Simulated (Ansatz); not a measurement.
Relative stability

The two ends of one reaction step of CH₄FS (charge -1), closed shell (PBE0-D4/def2-TZVPD).

A:

```
atom    x (Å)    y (Å)    z (Å)
  F1  -2.1090  -0.7169   0.7600
  C2  -0.8074  -0.3994   0.3254
  S3   2.3023   0.3938  -0.7246
  H4  -0.8432  -0.0710  -0.7114
  H5  -0.4022   0.3944   0.9497
  H6  -0.1785  -1.2842   0.4064
  H7   2.0380   1.6831  -1.0055
```

B:

F1  (-0.624, 2.181, 1.322)
C2  (0.122, -0.891, -0.337)
S3  (0.648, 0.767, -0.864)
H4  (0.485, -1.653, -1.034)
H5  (-0.969, -0.973, -0.295)
H6  (0.510, -1.140, 0.657)
H7  (-0.172, 1.709, 0.551)
(Å)

Ansatz 0.2.0; basis: def2-TZVPPD; cores frozen in the correlated methods. B3LYP uses VWN-RPA correlation.

(1) Which structure is lower at CCSD(T), and by how much? (An estimate is asked for; the value comes from the calculation.)

The T1 diagnostic stays at or below 0.012.

## Answers

(1) By the calculation: B, by 76.5 kJ/mol (electronic energy, against the other). By their contacts, A is a complex of CH₃F ([CH3][F]) + HS, total charge -1 and B is a complex of CH₃S ([CH3][S]) + HF, total charge -1.

All methods give the same order:

```json
{"method": "SPW92", "E(B) − E(A) (kJ/mol)": "-104.5"}
{"method": "PBE-D4", "E(B) − E(A) (kJ/mol)": "-92.3"}
{"method": "BLYP-D4", "E(B) − E(A) (kJ/mol)": "-80.1"}
{"method": "r2SCAN-D4", "E(B) − E(A) (kJ/mol)": "-83.3"}
{"method": "B97M-V", "E(B) − E(A) (kJ/mol)": "-67.6"}
{"method": "PBE0-D4", "E(B) − E(A) (kJ/mol)": "-87.2"}
{"method": "B3LYP-D4", "E(B) − E(A) (kJ/mol)": "-76.7"}
{"method": "r2SCAN0-D4", "E(B) − E(A) (kJ/mol)": "-81.3"}
{"method": "BHLYP-D4", "E(B) − E(A) (kJ/mol)": "-67.7"}
{"method": "CAM-B3LYP-D4", "E(B) − E(A) (kJ/mol)": "-75.2"}
{"method": "wB97X-V", "E(B) − E(A) (kJ/mol)": "-76.1"}
{"method": "wB97M-V", "E(B) − E(A) (kJ/mol)": "-75.7"}
{"method": "B2PLYP", "E(B) − E(A) (kJ/mol)": "-77.0"}
{"method": "PBE-QIDH", "E(B) − E(A) (kJ/mol)": "-85.4"}
{"method": "RPA on PBE", "E(B) − E(A) (kJ/mol)": "-71.8"}
{"method": "HF", "E(B) − E(A) (kJ/mol)": "-35.9"}
{"method": "MP2", "E(B) − E(A) (kJ/mol)": "-89.0"}
{"method": "CCSD", "E(B) − E(A) (kJ/mol)": "-70.6"}
{"method": "CCSD(T)", "E(B) − E(A) (kJ/mol)": "-76.5"}
```

Labels in which every atom is bracketed show which atoms are joined, not bond orders.

For scale, one of the runs: CCSD(T)/def2-TZVPPD, 196 basis functions, launched by `ansatz run in.yaml --threads 2 --pin off --events-out ev --progress --plain --max-ram 4352MiB`. Time: 68 s of wall clock on 2 CPU threads of an Arm Neoverse V1; the host was shared. Peak host memory: 2.3 GiB.
